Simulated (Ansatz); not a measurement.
Total energies of CH₅FSi (`C[SiH2]F`).

```xyz
8

C    -0.528   -0.629    0.544
Si    0.471    0.579   -0.446
F     0.574    0.066   -1.963
H    -0.063   -1.617    0.541
H    -0.602   -0.292    1.582
H    -1.540   -0.722    0.144
H    -0.168    1.919   -0.476
H     1.856    0.696    0.075
```

The species carries charge 0 and has multiplicity 1. Geometry: relaxed with PBE0-D4/def2-TZVP. Basis def2-TZVPP, Ansatz 0.2.0.

RPA on PBE orbitals: Hartree–Fock energy of these orbitals -429.26064 Eh, correlation -0.93093 Eh (frozen core).

```csv
functional,energy without D4 (Eh),D4 term (kJ/mol)
LDA (SPW92),-428.38301,–
PBE,-430.27736,-10.6
revPBE,-430.47739,-35.3
r2SCAN,-430.49556,-2.5
B97M-V,-430.48107,–
PBE0,-430.31828,-8.8
B3LYP,-430.61969,-17.1
r2SCAN0,-430.47688,-2.9
HSE06 (plane-wave form),-430.30468,-8.1
BHLYP,-430.53149,-12.4
CAM-B3LYP,-430.55240,-8.8
LC-ωPBE,-430.42510,–
ωB97M-V,-430.51204,–
PBE-QIDH,-430.22054,–
```

(1) Give the same for BLYP, r2SCANh, ωB97X-V, B2PLYP. (Estimate.)

B3LYP takes the VWN-RPA correlation (the form of Gaussian; ORCA's B3LYP/G). HSE06 is the plane-wave form, built on full-range PBE exchange. The double hybrids freeze the cores in their second-order part.

Answers

(1) Computed: 
```
functional  energy without D4 (Eh)  D4 term (kJ/mol)
      BLYP              -430.54992             -23.9
   r2SCANh              -430.48780              -2.6
   ωB97X-V              -430.49922                 –
    B2PLYP              -430.37757                 –
```

LC-ωPBE has ω = 0.4 bohr⁻¹.
